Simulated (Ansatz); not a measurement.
**H3Ge–BH2, singlet in cc-pVDZ: errors against RCCSDT(Q)**

Geometry: a PBE0/def2-TZVP stationary point for this spin, not checked as a minimum.

```xyz
7

Ge    0.0000    0.0008    0.2930
B     0.0000    0.0075   -1.7645
H     0.0000    1.3963    0.9398
H     1.2362   -0.7617    0.8114
H    -1.2362   -0.7617    0.8114
H     0.0000    1.0179   -2.4011
H     0.0000   -1.0325   -2.3529
```

Basis cc-pVDZ; Ansatz 0.2.0. Only valence electrons are correlated (noble-gas cores and the filled d shells of p-block atoms frozen), which leaves 12 electrons in 51 orbitals. Prefix R: restricted or restricted open-shell reference. Active spaces: frontier = (8e, 8o) about the gap. No spin–orbit coupling is included, and no scalar relativity.

Full CI isn't at hand for all of this; RCCSDT(Q) serves as the reference, and is uncertain by about the last step of the cluster series.

* UHF ⟨S²⟩: 0.000
* T1 diagnostic (RCCSD): 0.0110
* largest doubles amplitude (RCCSD): 0.031

```
   level  E − E(RHF) (eV)
    RMP2          -5.0449
   RCCSD          -6.2583
RCCSD(T)          -6.3908
```

Problem. Estimate how far RCCSDT(Q) in cc-pVDZ lies from RCCSD(T). The table doesn't fix it; the size of (T) and the diagnostics are the guide.

Solution. RCCSDT(Q) in cc-pVDZ lies 0.72 kcal/mol below RCCSD(T), which is 24 % of the (T) step (-3.06 kcal/mol). The diagnostics are small and one determinant leads, so the series closes fast and only a small part of (T) is left.

The other levels:

```json
{"level": "CISD", "E − E(RCCSDT(Q)) (kcal/mol)": "15.56", "share of correlation (%)": "89.49", "wall time": "1.5 s"}
{"level": "BCCD(T)", "E − E(RCCSDT(Q)) (kcal/mol)": "0.71", "share of correlation (%)": "99.52", "wall time": "1.2 s"}
{"level": "RCCSDT", "E − E(RCCSDT(Q)) (kcal/mol)": "0.11", "share of correlation (%)": "99.92", "wall time": "–"}
{"level": "CASSCF (frontier space)", "E − E(RCCSDT(Q)) (kcal/mol)": "113.27", "share of correlation (%)": "23.51", "wall time": "–"}
{"level": "NEVPT2 (frontier space)", "E − E(RCCSDT(Q)) (kcal/mol)": "29.18", "share of correlation (%)": "80.30", "wall time": "8 s"}
{"level": "MRCISD (frontier space)", "E − E(RCCSDT(Q)) (kcal/mol)": "9.25", "share of correlation (%)": "93.75", "wall time": "–"}
{"level": "MRCISD+Q (frontier space)", "E − E(RCCSDT(Q)) (kcal/mol)": "0.60", "share of correlation (%)": "99.59", "wall time": "9.5 s"}
```

The correlation energy at RCCSDT(Q), counted from RHF, is -6.422 eV. That run took 16 s on 1 thread of Arm Neoverse V2, shared host.

Times hold each run's SCF and search for its determinant on a shared host, so for small cases they say little of a method's own cost; they ran on 1 thread of Arm Neoverse V2.

Atomization energy (electronic, same basis, no zero-point term; atoms at the same level, unrestricted beside the R rows where the molecule is a closed shell, but restricted open-shell past Ca, as are all atoms' steps beyond CCSDT(Q)) at RCCSDT(Q): 1797.7 kJ/mol. Errors of other levels:

```csv
level,error (kJ/mol)
RHF,-304.1
RMP2,-26.4
CISD,-57.9
RCCSD,-9.9
RCCSD(T),-1.2
BCCD(T),-1.2
RCCSDT,-0.4
```

This basis is far from its limit, so the value isn't to be set against a measured one. Truncated CI isn't size-consistent, which counts against it in atomization.
